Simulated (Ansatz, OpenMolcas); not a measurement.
A ladder of methods for PO (SMILES O=[P])

The species is PO (2 atoms), meant as a doublet with charge 0. As SMILES, `O=[P]`. The shape is that of a PBE0-D4/def2-TZVP optimisation.

```xyz
2

O     0.0000    0.0000   -0.0095
P     0.0000    0.0000    1.4645
```

Quantity: the vertical ionisation energy (to the singlet cation), in eV. The values are calculated.

| level | kind | program | value (eV) |
| --- | --- | --- | --- |
| USVWN5/cc-pVTZ | LDA | OpenMolcas | 8.47 |
| U-revPBE/cc-pVTZ | GGA | Ansatz | 8.39 |
| UTPSS/cc-pVTZ | meta-GGA | OpenMolcas | 8.51 |
| UB3LYP/cc-pVTZ | global hybrid | Ansatz | 8.59 |
| UHSE06/cc-pVTZ | range-separated hybrid | Ansatz | 8.62 |
| UPBE-QIDH/cc-pVTZ | double hybrid | Ansatz | 8.51 |
| RPA@PBE0/cc-pVTZ | RPA | Ansatz | 8.47 |
| UMP2/cc-pVTZ | perturbation theory | Ansatz | 8.00 |
| UBCCD(T)/cc-pVTZ | coupled cluster or CI | Ansatz | 8.23 |
| FCI/STO-3G | exact in the basis | Ansatz | 3.52 |

The values span 3.52 to 8.62 eV. High-level rows in very small sets aren't better than simpler rows in larger ones.
